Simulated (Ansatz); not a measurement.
# C4H6O: how energies converge with the basis set

How large a basis does C4H6O need? Two functionals are run in growing sets.

Method: one geometry, several basis sets; program: Ansatz 0.2.0, Gaussian basis.

The runs, in order: PBE0-D4/def2-SVP; ωB97M-V/def2-SVP; PBE0-D4/def2-QZVPP; ωB97M-V/def2-QZVPP; the functionals' def2-TZVPP values are taken from earlier runs.

**1. The relaxed structure**

The geometry comes from an earlier relaxation with PBE0-D4 in a triple-zeta def2 set; it is a stationary point, not always the lowest conformer.

SMILES `C=C=CCO`, 11 atoms, charge 0, spin multiplicity 1.

Atoms are counted from 1 here; the program's logs count them from 0.

Bond lengths: C1–C2 1.300 Å, C1–H6 1.085 Å, C1–H7 1.085 Å, C2–C3 1.302 Å, C3–C4 1.501 Å, C3–H8 1.088 Å, C4–O5 1.413 Å, C4–H9 1.096 Å, C4–H10 1.093 Å, O5–H11 0.961 Å. Angles: C2–C1–H6 121.3°, C2–C1–H7 121.2°, H6–C1–H7 117.5°, C1–C2–C3 179.0°, C2–C3–C4 123.6°, C2–C3–H8 119.6°, C4–C3–H8 116.8°, C3–C4–O5 112.1°, C3–C4–H9 109.6°, C3–C4–H10 109.9°, O5–C4–H9 111.8°, O5–C4–H10 105.4°, H9–C4–H10 107.8°, C4–O5–H11 107.8°.

**2. PBE0-D4 in def2-SVP**

in.yaml

```yaml
crystal:
  periodic: [false, false, false]
  atoms:
    - {symbol: C, position_ang: [-1.430334, 0.945996, 1.498632]}
    - {symbol: C, position_ang: [-0.765425, 0.105613, 0.762945]}
    - {symbol: C, position_ang: [-0.080835, -0.725024, 0.030570]}
    - {symbol: C, position_ang: [1.206202, -0.364165, -0.652479]}
    - {symbol: O, position_ang: [1.128949, -0.532150, -2.052904]}
    - {symbol: H, position_ang: [-2.189944, 1.591763, 1.069884]}
    - {symbol: H, position_ang: [-1.250322, 1.023685, 2.566057]}
    - {symbol: H, position_ang: [-0.453077, -1.735417, -0.125972]}
    - {symbol: H, position_ang: [1.493831, 0.658148, -0.380225]}
    - {symbol: H, position_ang: [2.003621, -1.035128, -0.322312]}
    - {symbol: H, position_ang: [0.402735, 0.009779, -2.373594]}
basis:
  gaussian: {orbitals: def2-SVP}
hamiltonian: {xc: pbe0, dispersion: d4}
output: {orbitals: {seedname: orbitals}}
```

The runs that follow: ωB97M-V in def2-SVP; PBE0-D4 in def2-QZVPP; ωB97M-V in def2-QZVPP.

Before running them: what should the planned runs give, taken together? Wanted: PBE0-D4: double and triple zeta above quadruple; ωB97M-V: double and triple zeta above quadruple.

As calculated:

| quantity | value |
| --- | --- |
| PBE0-D4: double and triple zeta above quadruple | 7.55, 0.35 eV |
| ωB97M-V: double and triple zeta above quadruple | 7.85, 0.34 eV |

What this shows: PBE0-D4 gains 7.20 eV from double to triple zeta, then 0.35 eV more. These are total energies; as a rule much of such shifts cancels in differences, which this series doesn't test. The LUMO of ωB97M-V is positive and keeps falling with the basis (2.41 to 1.66 eV): an unbound level that the basis holds in place.
